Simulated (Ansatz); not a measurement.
**Setting up PH (SMILES [PH]) in Ansatz**

PH: 2 atoms, total charge 0, spin state triplet. SMILES: `[PH]`. The shape is that of a GFN2-xTB optimisation.

```xyz
2

P     0.0000    0.0000    0.0000
H     0.0000    0.0000    1.3991
```

Settings wanted:

```json
{
  "basis set": "3-21G",
  "integral approximation": "none",
  "task": "energy",
  "method": "CCSDT(Q)",
  "dispersion": "none",
  "reference": "UHF",
  "relativity": "none",
  "accuracy": "high",
  "frozen core orbitals": "5",
  "d and f functions": "spherical"
}
```

Question: Write the Ansatz 0.2.0 input and the command.

Answer: One that was run (others would do as well):

input.yaml:
```yaml
crystal:
  periodic: [false, false, false]
  atoms:
    - {symbol: P, position_ang: [0.000000, 0.000000, 0.000000]}
    - {symbol: H, position_ang: [0.000000, 0.000000, 1.399070]}
basis:
  gaussian: {orbitals: 3-21G.json}
magnetization: {spin_polarized: true, initial_magnetization: 2}
correlation: {method: ccsdt_q, frozen_orbitals: {H: 0, P: 5}}
accuracy: high
scf: {omitted_lower_state_checks: [cluster_reference, increment]}
```

```bash
$ ansatz run input.yaml --threads 1 --pin off --max-ram 2610MiB --events-out events.jsonl --progress --plain --runs-dir runs
```

(Basis files named in the input come from the Basis Set Exchange and aren't shown.)

Calculated total energy: -339.59452 Eh.
